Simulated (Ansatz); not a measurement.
Rutile MnF2, treated with HSE06 (plane waves, PAW; Ansatz, an electronic-structure program).

Run with plane-wave cutoff 520 eV, 4×4×6 k mesh (along the axes of the cell as run), Fermi–Dirac smearing 0.01 eV, spin-polarised with opposed moments, scalar-relativistic PAW data made under PBE.

Starting structure:

```xyz
6
Lattice="4.8700 0.0000 0.0000 0.0000 4.8700 0.0000 0.0000 0.0000 3.3100" Properties=species:S:1:pos:R:3 pbc="T T T"
Mn     0.0000     0.0000     0.0000
Mn     2.4350     2.4350     1.6550
F      1.4853     1.4853     0.0000
F      3.9204     0.9497     1.6550
F      0.9497     3.9204     1.6550
F      3.3846     3.3846     0.0000
```

Question: Into what structure does the relaxation of cell and atoms lead at this level, with the symmetry of the start kept?

Answer: The volume rises by 1.3 %; final space group P4_2/mnm.
```xyz
6
Lattice="4.9039 0.0000 0.0000 0.0000 4.9039 0.0000 0.0000 0.0000 3.3071" Properties=species:S:1:pos:R:3 pbc="T T T"
Mn     0.0000     0.0000     0.0000
Mn     2.4519     2.4519     1.6536
F      1.4940     1.4940     0.0000
F      3.9459     0.9580     1.6536
F      0.9580     3.9459     1.6536
F      3.4099     3.4099     0.0000
```
